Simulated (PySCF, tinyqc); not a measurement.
Orbital energy against energy difference: ionisation energy by orbital energies and by energy differences in the 6-31g basis, for BH, spin multiplicity 1. Computed by the program tinyqc with PySCF. The cation is unrestricted; errors are against CCSD(T) in this basis, not against experiment.

Geometry (angstrom):
```
atom       x       y       z
B     0.0000  0.0000  0.0000
H     0.0000  0.0000  1.1430
```

CCSD(T) difference in the same basis = 8.8789 eV

IP-EOM-CCSD = 8.9084 eV

First vertical ionisation energy (eV):
```
method     -e(HOMO)  E(cation) - E  error of -e(HOMO)  error of the difference
HF            8.963        8.09276              0.084                   -0.786
LDA           4.753        9.32610             -4.126                    0.447
PBE           4.807        9.25747             -4.072                    0.379
B3LYP         5.842        9.38015             -3.037                    0.501
PBE0          6.044        9.21514             -2.835                    0.336
CAM-B3LYP     7.431        9.34464             -1.448                    0.466
LC-wPBE       8.893        9.27613              0.014                    0.397
```

What does the comparison show, and why?

Koopmans errs by +0.08 eV and Delta-HF by -0.79 eV: relaxation, 0.87 eV, lowers the value and the missing correlation difference works against it. The PBE level is off by -4.1 eV through the wrong tail of its potential, though its energy difference is off by +0.38 eV; exact exchange deepens the level, and among the orbital energies LC-wPBE comes closest; among the differences PBE0 does. The restricted reference is unstable here: a spin-polarised solution lies 0.0075 hartree lower (PySCF), so results built on it describe a poor reference.
